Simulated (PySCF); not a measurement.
**Two-photon absorption: SMILES CC#CC(C)C, C$_{6}$H$_{10}$**

Geometry:
| atom | x (Å) | y (Å) | z (Å) |
| --- | --- | --- | --- |
| C1 | 3.106 | 0.400 | 0.194 |
| C2 | 1.660 | 0.317 | 0.064 |
| C3 | 0.454 | 0.255 | -0.052 |
| C4 | -1.003 | 0.155 | -0.169 |
| C5 | -1.687 | 0.489 | 1.159 |
| C6 | -1.422 | -1.223 | -0.687 |
| H7 | 3.450 | 1.446 | 0.162 |
| H8 | 3.612 | -0.143 | -0.620 |
| H9 | 3.448 | -0.034 | 1.147 |
| H10 | -1.324 | 0.908 | -0.913 |
| H11 | -1.400 | -0.237 | 1.935 |
| H12 | -1.405 | 1.491 | 1.512 |
| H13 | -2.782 | 0.457 | 1.047 |
| H14 | -2.515 | -1.270 | -0.816 |
| H15 | -0.950 | -1.445 | -1.655 |
| H16 | -1.125 | -2.009 | 0.023 |

Computed with PySCF 2.14.0, TDDFT CAM-B3LYP/def2-TZVPD excited states, vertical, gas phase. Geometry: PBE0-D3(BJ)/def2-SVP.

Singlets 4 and 5 lie within 0.01 eV of each other, so their separate moments and overlaps can depend on how they mix.

Task: How strongly do the lowest singlets absorb one photon, and two photons of half the energy?

Result: δ for parallel linear polarisation; σ at the peak of a Lorentzian of half width 0.1 eV, single beam; Ω is circular over linear.
```
state  E (eV)      f  photon λ (nm)  δ (au)  σ (GM)     Ω                                  main
   S1    6.40  0.010            388    6.02    0.09  1.50  HOMO−1→LUMO 0.53, HOMO−1→LUMO+5 0.19
   S2    6.44  0.012            385    28.4    0.43  0.29                        HOMO→LUMO 0.87
   S3    6.52  0.010            380     5.6    0.09  1.50    HOMO−1→LUMO 0.34, HOMO→LUMO+6 0.17
   S4    6.69  0.005            371    4.27    0.07  1.25  HOMO−1→LUMO+6 0.20, HOMO→LUMO+5 0.17
   S5    6.70  0.002            370    0.92    0.01  1.45  HOMO→LUMO+6 0.26, HOMO−1→LUMO+5 0.13
   S6    7.33  0.038            338     138    2.72  0.50    HOMO→LUMO+1 0.64, HOMO→LUMO+3 0.15
```

Among these, the strongest one-photon state is S6, the strongest two-photon state S6, with a dipole change of 2.5 D (relaxed, norm of the difference vector).
